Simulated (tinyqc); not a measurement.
CIS on RHF in the sto-6g basis, for HF, spin multiplicity 1, step by step. One step of it, computed by the program tinyqc.

Question. CIS matrix, singlets. A(ia,jb) = (e_a - e_i) d_ij d_ab + 2 (ia|jb) - (ij|ab).

orbital energies (hartree): [-26.247054, -1.457849, -0.560613, -0.471387, -0.471387, 0.514343]

Two-electron integrals over orbitals (pq|rs), unique and non-zero (hartree):
```
(11|11) 5.381508    (21|11) -0.523662   (21|21) 0.082233    (22|11) 1.230310
(22|21) -0.022333   (22|22) 0.863963    (31|11) 0.145386    (31|21) -0.021507
(31|22) 0.011080    (31|31) 0.021981    (32|11) -0.144432   (32|21) 0.007971
(32|22) -0.032035   (32|31) 0.020813    (32|32) 0.152334    (33|11) 0.969931
(33|21) -0.009741   (33|22) 0.740050    (33|31) -0.004494   (33|32) -0.036380
(33|33) 0.738628    (41|41) 0.030382    (42|41) 0.039391    (42|42) 0.184446
(43|41) -0.009932   (43|42) -0.037815   (43|43) 0.043420    (44|11) 1.265978
(44|21) -0.013875   (44|22) 0.886669    (44|31) 0.003701    (44|32) -0.075450
(44|33) 0.732468    (44|44) 0.998085    (51|51) 0.030382    (52|51) 0.039391
(52|52) 0.184446    (53|51) -0.009932   (53|52) -0.037815   (53|53) 0.043420
(54|54) 0.053789    (55|11) 1.265978    (55|21) -0.013875   (55|22) 0.886669
(55|31) 0.003701    (55|32) -0.075450   (55|33) 0.732468    (55|44) 0.890506
(55|55) 0.998085    (61|11) 0.155087    (61|21) -0.026115   (61|22) 0.001852
(61|31) -0.009702   (61|32) -0.024774   (61|33) 0.010004    (61|44) 0.003861
(61|55) 0.003861    (61|61) 0.025029    (62|11) -0.222899   (62|21) 0.005661
(62|22) -0.117739   (62|31) -0.020308   (62|32) -0.057076   (62|33) -0.032633
(62|44) -0.114951   (62|55) -0.114951   (62|61) 0.016712    (62|62) 0.094332
(63|11) -0.376856   (63|21) 0.005943    (63|22) -0.190012   (63|31) 0.002143
(63|32) 0.092125    (63|33) -0.114289   (63|44) -0.211942   (63|55) -0.211942
(63|61) -0.005597   (63|62) 0.051406    (63|63) 0.194157    (64|41) -0.009565
(64|42) -0.038016   (64|43) -0.017556   (64|64) 0.030521    (65|51) -0.009565
(65|52) -0.038016   (65|53) -0.017556   (65|65) 0.030521    (66|11) 0.874953
(66|21) -0.008877   (66|22) 0.668843    (66|31) 0.014063    (66|32) 0.063764
(66|33) 0.667304    (66|44) 0.643433    (66|55) 0.643433    (66|61) -0.009054
(66|62) -0.064246   (66|63) -0.015863   (66|66) 0.707194
```

Give: CIS matrix A, singlet.

Answer.

CIS matrix A, singlet (hartree), order 1>6, 2>6, 3>6, 4>6, 5>6:
```
[[25.9365, 0.0423, -0.0253, 0.0000, 0.0000],
 [0.0423, 1.4920, 0.0390, 0.0000, 0.0000],
 [-0.0253, 0.0390, 0.7960, 0.0000, 0.0000],
 [0.0000, 0.0000, 0.0000, 0.4033, 0.0000],
 [0.0000, 0.0000, 0.0000, 0.0000, 0.4033]]
```
